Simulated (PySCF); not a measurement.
CH4O3S.
Numbering: `[CH3:1][S:2](=[O:3])(=[O:4])[OH:5]`

The computed photoelectron lines, unassigned: C 1s: 292.29 eV; O 1s: 538.32 (area 2), 540.12 (area 1) eV; S 1s: 2484.06 eV; S 2p3/2: 175.07 eV.

Computed, not measured: delta-SCF UKS SCAN, pcX-2 on the ionised atom, pcseg-1 elsewhere, spin-free X2C (PySCF). Geometry: PBE0-D3(BJ)/def2-SVP, one conformer, isolated molecule.

**Question.** Which oxygen gives which O 1s line?

**Answer.** 538.32 eV: O3/O4 (sulfonyl oxygen); 540.12 eV: O5 (hydroxyl oxygen). Lowest listed O 1s: O3/O4, bonded to S (double bond). Highest, 1.80 eV above it: O5, bonded to S and H. Summing the Pauling electronegativity differences to the bonded atoms, each weighted by its formal bond order, gives -1.72 for the lowest site and -2.10 for the highest; the largest sum, -1.72, belongs to O3/O4, 1.80 eV below the top. The smallest sum, -2.10, belongs to O5, 1.80 eV above the lowest.

Bonded neighbours of each site: C1: S and 3 H; S2: 2 O (double bond), O and C; O3/O4: S (double bond); O5: S and H.

**Question.** Which effective nuclear charge Zeff reproduces each element's mean 1s value in the hydrogen-like formula E = 13.606 eV × Zeff²?

**Answer.** C (Z = 6): mean 292.3 eV, Zeff = 4.63, Z − Zeff = 1.37; O (Z = 8): mean 538.9 eV, Zeff = 6.29, Z − Zeff = 1.71; S (Z = 16): mean 2484.1 eV, Zeff = 13.51, Z − Zeff = 2.49. Means run over the listed sites, weighted by atom count.

Topologically equivalent atoms share the value of their first member; where this conformer doesn't relate them by symmetry, their own values could differ. Spin–orbit and ligand-field terms were added within each 2p shell after the spin-free SCF. 2p1/2 minus 2p3/2 (ligand field included): S 1.23 eV.

Conformer computed: `[CH3:1][S:2](=[O:3])(=[O:4])[OH:5]`: H–O5–S2–C1 -124°.
